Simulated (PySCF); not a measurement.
Structure problem from calculated spectra and properties.

Formula: C3H5N3.

| Item | Value |
| --- | --- |
| Couplings | largest of the computed one-bond spin–spin couplings (means over like bonds): 13C–1H +216.8, 13C–1H +213.8, 13C–1H +144.4 (×3), 15N–13C -16.7, 15N–15N -12.4, 15N–13C -11.2, 15N–13C +4.5, 15N–13C +1.0 Hz [B3LYP/pcJ-1, spin–dipole term left out for some pairs] |
| 13C NMR | chemical shifts (computed TMS as zero) by class: 155.5 (1 C), 147.4 (1 C), 36.4 (1 C) ppm [GIAO PBE0/pcSseg-1] |
| Rotational structure | rotational constants A, B, C: 9.721, 3.819, 2.790 GHz [GFN2-xTB] |
| 1H NMR | chemical shifts (computed TMS as zero) by class: 7.89 (1 H), 7.87 (1 H), 4.06 (3 H) ppm [GIAO PBE0/pcSseg-1] |
| NMR, other nuclei | isotropic shieldings of nuclei other than C and H, by class: -71 (1 N), -29 (1 N), 36 (1 N) ppm [GIAO PBE0/pcSseg-1] |
| Dipole | 3.42 D [PBE0/pcSseg-1] |

Electronic properties: PySCF, gas phase, density fitting. Levels stand in brackets. Isolated species at its GFN2-xTB geometry, gas phase. Each NMR value is the plain mean over a class of atoms that symmetry, rotation or inversion makes alike.

Problem. Give a SMILES that accounts for the data.

Solution. Numbering: `[CH3:1][n:2]1[cH:3][n:4][cH:5][n:6]1`. Its formula, C3H5N3, gives 3 degrees of unsaturation: 1 ring and 2 π bonds in the structure found (Kekulé form). 3 carbons fall into 3 classes; from least to most shielded: aromatic CH next to a ring nitrogen [C5] (155.5 ppm), aromatic CH next to a ring nitrogen [C3] (147.4 ppm), N-methyl carbon [C1] (36.4 ppm). Hydrogen classes from least to most shielded: 1 H on an aromatic CH next to a ring nitrogen, C5 (7.89 ppm), 1 H on an aromatic CH next to a ring nitrogen, C3 (7.87 ppm), 3 H on an N-methyl carbon, C1 (4.06 ppm). The other shieldings belong to: -71 ppm, pyridine-type nitrogen [N6]; -29 ppm, pyridine-type nitrogen [N4]; 36 ppm, pyrrole-type nitrogen [N2]. The couplings run between: +216.8 Hz, aromatic CH next to a ring nitrogen [C5] and its hydrogen; +213.8 Hz, aromatic CH next to a ring nitrogen [C3] and its hydrogen; +144.4 Hz, N-methyl carbon [C1] and its hydrogen (with 2 like pairs); -16.7 Hz, pyrrole-type nitrogen [N2] and N-methyl carbon [C1]; -12.4 Hz, pyrrole-type nitrogen [N2] and pyridine-type nitrogen [N6]; -11.2 Hz, pyrrole-type nitrogen [N2] and aromatic CH next to a ring nitrogen [C3]; +4.5 Hz, pyridine-type nitrogen [N4] and aromatic CH next to a ring nitrogen [C5]; +1.0 Hz, pyridine-type nitrogen [N6] and aromatic CH next to a ring nitrogen [C5]. By its constants the optimised geometry is an asymmetric top. Structure: `n1cncn1C`. Computed isomers that give other values at the same levels: `Cn1nccn1` (13C chemical shifts (computed TMS as zero) by class: 138.4 (2 C), 41.6 (1 C) ppm). The assignments are read from this structure; whether some other isomer fits the data as well wasn't checked.
